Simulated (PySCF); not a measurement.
## Reproducing measurements on propene

**What was measured.**

NIST CCCBDB Release 22 (SRD 101), experimental dipoles lists, for the gas: dipole moment (microwave Stark effect, vibrational ground state) 0.363 D.

From NIST CCCBDB Release 22 (SRD 101), experimental polarizabilities, for the gas: mean polarisability 5.99 Å³.

The results are set against them at the end.

Propene, C₃H₆.
SMILES with atom numbers: `[CH2:1]=[CH:2][CH3:3]` (hydrogens: H4, H5 on C1; H6 on C2; H7, H8, H9 on C3)

Cartesian coordinates in Å at the GFN2-xTB level; atoms count from 1:
```xyz
9
C3H6 angstrom
C      1.3422    0.0806   -0.2630
C      0.2829   -0.1074    0.5006
C     -1.1301   -0.0024    0.0336
H      1.2498    0.3305   -1.3076
H      2.3460   -0.0053    0.1176
H      0.4044   -0.3565    1.5473
H     -1.6570    0.7635    0.6022
H     -1.1756    0.2500   -1.0227
H     -1.6490   -0.9471    0.1941
```

Runs made with PySCF (gas phase, on this GFN2-xTB geometry; no spin–orbit coupling):

```json
{"level": "PBE0/pcSseg-1", "job": "shieldings, charges and field gradients", "basis functions": "81", "wall time": "3.6 s"}
{"level": "wB97X-D/def2-SVPD", "job": "8 singlets by full TDDFT, 3 Tamm–Dancoff triplets, polarisability", "basis functions": "108", "wall time": "4.9 s"}
{"level": "B3LYP/pcJ-1", "job": "spin–spin couplings from 9 perturbed nuclei", "basis functions": "141", "wall time": "11 s"}
```

Hardware: one thread, Arm Neoverse V1, shared host.

## Comparison

**Dipole moment.** Measured: 0.363 D (NIST CCCBDB Release 22 (SRD 101), experimental dipoles).

```
            level  computed (D)  computed − measured (D)  % (from the printed values)
    PBE0/pcSseg-1         0.405                   +0.042                          +12
wB97X-D/def2-SVPD         0.400                   +0.037                          +10
      B3LYP/pcJ-1         0.385                   +0.022                           +6
```

Closest is B3LYP/pcJ-1 (+0.022 D), furthest PBE0/pcSseg-1 (+0.042 D); one molecule doesn't rank methods. All 3 levels lie above the measurement. The computed dipoles belong to one fixed geometry; measured ones are averaged over vibrations unless marked μe. Magnitudes are compared, not signs.

**Mean polarisability.** Measured: 5.99 Å³ (NIST CCCBDB Release 22 (SRD 101), experimental polarizabilities).

```json
{"level": "wB97X-D/def2-SVPD", "computed (Å³)": "5.75", "computed − measured (Å³)": "-0.24", "% (from the printed values)": "-4"}
```

The computed values are static and purely electronic, with core orbitals frozen in the response (1 au = 0.148185 Å³). The table of measured values doesn't say here whether a value is static or optical, or holds a vibrational part.

The geometry is computed, not the measured one. Where a level misses, the cause wasn't examined.
